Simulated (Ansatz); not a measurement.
Two shapes of singlet HNO.

Shape 1:

```xyz
3

N    -0.0095    0.4184   -0.3381
H     0.0353    1.3201    0.2001
O     0.0447   -0.5382    0.2870
```

Shape 2:

```xyz
3

N     0.0000    0.4616   -0.4173
H     0.0000    1.4066    0.2492
O     0.0000   -0.5797    0.3340
```

Basis set: cc-pVDZ (spherical functions). Correlated methods keep 2 orbitals frozen. Charge 0, multiplicity 1.

Computed with Ansatz (development build ahead of 0.2.0); each method stands on the lowest determinant of its kind that the runs found.

(1) Which shape is lower in energy, and by how much in each method?

Answers

(1)

| method | E(2) − E(1) (eV) |
| --- | --- |
| RHF | 0.741 |
| RHF-MP2 | -0.099 |

The methods disagree on the order. Caution: in another basis set an unrestricted determinant lies well below.
